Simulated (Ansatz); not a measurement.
The input, for Ansatz 0.2.0:

```yaml
crystal:
  periodic: [false, false, false]
  atoms:
    - {symbol: Si, position_ang: [0.021115, -0.035769, 0.000082]}
    - {symbol: H, position_ang: [1.493058, -0.021542, -0.000014]}
    - {symbol: H, position_ang: [-1.378873, 2.335838, -0.005353]}
    - {symbol: H, position_ang: [-0.702535, -1.317619, 0.003083]}
basis:
  gaussian: {orbitals: aug-cc-pVDZ}
total_charge: 1
magnetization: {spin_polarized: false}
correlation: {method: ccsd_t, electrons: outside_noble_gas}
```

```sh
$ ansatz run in.yaml --threads 1 --pin off --events-out ev --progress --plain --max-ram 4096MiB --backend cpu
```

The program prints:

```
529 factors; integrals over basis functions are off by at most 7.6e-4 eV
mean field evaluation 1: about -7895.6914 eV, gradient 9.1e0 eV
mean field evaluation 2: about -7895.6909 eV, gradient 9.1e0 eV
mean field evaluation 4: about -7896.3993 eV, gradient 8.4e-1 eV
mean field evaluation 8: about -7896.4057 eV, gradient 6.1e-5 eV
mean field evaluation 16: about -7896.4057 eV, gradient 2.2e-6 eV
mean field -7896.40568030 eV, -290.1875563751 hartree, gradient 2.2e-6 eV, S^2 0.000000; 0 other end points of the search recorded, 0 dependent functions left out; unrestricted orbitals would lower it
unrestricted determinant -7897.74593191 eV, -290.2368097133 hartree, S^2 0.8482
5 core orbitals not correlated: weight in the atoms' cores, before any rotation towards them, 1.000 or more for the frozen orbitals, at most 0.000 for the correlated occupied ones
reference -7896.40568030 eV, -290.1875563751 hartree; 3, 3 occupied and 46, 46 virtual orbitals, 529 factors
second order -2.84110308 eV of doubles, -0.00000000 eV of singles
cycle   1  -3.46500179 eV  change   -6.7e-1 eV  update   1.1e-1
cycle   2  -4.00133764 eV  change   -5.4e-1 eV  update   6.1e-2
cycle   3  -4.02872549 eV  change   -2.7e-2 eV  update   1.8e-2
cycle   4  -4.02849367 eV  change    2.3e-4 eV  update   6.3e-3
cycle   5  -4.03221992 eV  change   -3.7e-3 eV  update   1.7e-3
cycle   6  -4.03096699 eV  change    1.3e-3 eV  update   4.7e-4
cycle   7  -4.03076220 eV  change    2.0e-4 eV  update   1.4e-4
cycle   8  -4.03100952 eV  change   -2.5e-4 eV  update   5.5e-5
cycle   9  -4.03096378 eV  change    4.6e-5 eV  update   2.0e-5
cycle  10  -4.03095359 eV  change    1.0e-5 eV  update   7.5e-6
cycle  11  -4.03095218 eV  change    1.4e-6 eV  update   2.4e-6
perturbative correction -0.14089896 eV, -0.0051779414 hartree
WARN: these amplitudes may be one of several solutions (largest doubles amplitude 0.38, level shift 0.34 eV)
Total energy: -7900.57753145 eV, -290.3408690768 hartree
```

For the same geometry and basis full CI lies 43.5 meV lower.

Ran on 1 thread of AMD EPYC 7R13, shared host: 0.69 s wall, 0.12 GiB peak host memory.
